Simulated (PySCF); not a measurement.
CH3NSi, SMILES N#C[SiH3], point group C3v.

Force field and properties: PBE0/pcSseg-1 (PySCF, grid level 2). Vibrational terms come from second-order perturbation theory with semi-diagonal cubic constants, by steps of ±0.6 along the normal coordinates of each isotopologue. The parent has the commonest isotopes.

Equilibrium geometry (Å):

| atom | x | y | z |
| --- | --- | --- | --- |
| N1 | 2.4218 | -0.0780 | -0.0299 |
| C2 | 1.2676 | -0.0403 | -0.0225 |
| Si3 | -0.5842 | 0.0205 | -0.0106 |
| H4 | -1.0229 | 0.0040 | 1.4048 |
| H5 | -1.0753 | -1.1718 | -0.7409 |
| H6 | -0.9946 | 1.2735 | -0.6872 |

An isotope shift is δ(isotopologue) − δ(parent), that is, the negative of the change in the averaged GIAO shielding; n counts bonds from the nearest label (0: the labelled atom itself). These are computed values; those of heavy atoms are rounded to 5 ppb, about the numerical noise.

(1) What isotope shifts arise with ¹⁵N at 1?

(2) What isotope shifts arise with ¹³C at 2?

(3) What isotope shifts arise with ²H at 4, ²H at 5, ²H at 6?

Answers

(1) 
```tsv
nucleus	n	0 K (ppb)	700 K (ppb)
N1	0	-70	-55
C2	1	-25	-25
Si3	2	-10	0
H4	3	0	0
H5	3	0	0
H6	3	0	0
```

(2) 
```csv
nucleus,n,0 K (ppb),700 K (ppb)
C2,0,-40,-30
N1,1,-125,-75
Si3,1,-30,-15
H4,2,-1,0
H5,2,-1,0
H6,2,0,0
```

(3) 
| nucleus | n | 0 K (ppb) | 700 K (ppb) |
| --- | --- | --- | --- |
| H4 | 0 | -97 | -68 |
| H5 | 0 | -97 | -69 |
| H6 | 0 | -97 | -69 |
| Si3 | 1 | -185 | -465 |
| C2 | 2 | 0 | -10 |
| N1 | 3 | -90 | -95 |
